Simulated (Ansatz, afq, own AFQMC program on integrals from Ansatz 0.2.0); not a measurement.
# Atomization energy of Ge2H4, singlet

```xyz
6

Ge   -0.0485    0.0000    1.1324
Ge    0.0485    0.0000   -1.1324
H     0.4756   -1.2575    1.8492
H     0.4756    1.2575    1.8492
H    -0.4756   -1.2575   -1.8492
H    -0.4756    1.2575   -1.8492
```

Connectivity, by distances: GeH2–GeH2.

Atoms in their ground-state spins without spin–orbit coupling (mostly on UHF) minus the molecule (RHF), without zero-point energy. The geometry is a stationary point, not shown to be a minimum.

Basis cc-pVDZ. Only valence electrons are correlated. AFQMC by an in-house program on the Cholesky factors that Ansatz 0.2.0 writes for its CCSD(T) run. ph-AFQMC/CISD is guided by a CISD state made of CCSD amplitudes; releasing the constraint for a short imaginary time cuts its bias at the price of noise, slowly where states lie close. Error bars are statistical, one sigma. No spin–orbit coupling. The errors of all members are added in quadrature.

No full CI on the walks' own integrals is used here; CCSDT(Q) serves as the reference and is uncertain by about the last step of the cluster series. Each member takes its own surest rung, up to full CI.

The best estimate is CCSD(T) at the basis-set limit (CBS: def2-TZVPP and def2-QZVPP, with their diffuse functions for anions and beside diffuse sets, CCSD(T) itself extrapolated) plus the step from CCSD(T) to CCSDT(Q) in cc-pVDZ. Rows without CBS are in cc-pVDZ, the functionals in def2-TZVP; B2PLYP and the wave-function rows carry a basis error of their own. Core correlation and relativity beyond core potentials are missing, and ± holds the sampling alone.

Cautions: inner d shell frozen; no relativity below Rb; no spin-orbit coupling; Ge₂H₄ (singlet): higher spins were not checked, restricted determinant unstable towards unrestricted (UHF 292 meV lower, ⟨S²⟩ 0.61), the released energies move by 1.5 errors or more from one time to the next, so no released level is given (meV from the phaseless value at times in 1/Eh: -9 ± 18 at 0.24, -25 ± 17 at 0.50, -9 ± 13 at 1.00, -37 ± 11 at 1.50), though the last usable value meets CCSDT(Q) within the noise, the ph-AFQMC/CISD walk drifts between its halves (2.1 errors).

```
 level  atomization energy (kcal/mol)
r2SCAN                          337.3
    HF                          225.5
  PBE0                          326.8
```

Question: From these cheaper values, estimate the atomization energy at the level of the best estimate.

Answer: 334.3 kcal/mol (best estimate, highest rung CCSDT(Q)).

```
        level  atomization energy (kcal/mol)  error against the best estimate (kcal/mol)
          MP2                          295.3                                       -39.0
         CCSD                          301.5                                       -32.8
      CCSD(T)                          306.1                                       -28.2
        CCSDT                          306.6                                       -27.7
     CCSDT(Q)                          307.0                                       -27.3
ph-AFQMC/CISD                    306.5 ± 0.4                                 -27.8 ± 0.4
       HF/CBS                          229.1                                      -105.1
      MP2/CBS                          322.4                                       -11.8
  CCSD(T)/CBS                          333.4                                        -0.9
          PBE                          330.3                                        -4.0
        B3LYP                          329.7                                        -4.6
      wB97M-V                          327.8                                        -6.5
```

Correlation beyond CCSD(T) adds 0.9 kcal/mol. Going to the basis-set limit adds 27.3 kcal/mol at CCSD(T). The perturbative (T) step is worth +4.6 kcal/mol.

Best estimates are given only where the step beyond CCSD(T) is under 0.3 eV and no member's determinant is very poor (T1 over 0.05, or 0.07 for open shells, ⟨S²⟩ too high by 0.3, two states mixed), so the hardest cases are missing from such tables.

The functionals ran in a triple-zeta set and keep a basis error of their own, a few kJ/mol for each bond in atomization energies and more for double hybrids, so close places among them and the extrapolated levels can swap.

CCSDT and higher add their correlation energy to the determinant of the CCSD(T) run, since their own runs factorise the integrals more tightly (a shift of under 2 meV). Each member of a difference takes its own highest rung, so a best estimate needn't equal the limit plus the step of one row. A walk keeps the symmetry of its determinant, which the program's search chose and which needn't be the lowest solution, so a lower state of the same spin and another symmetry isn't excluded.
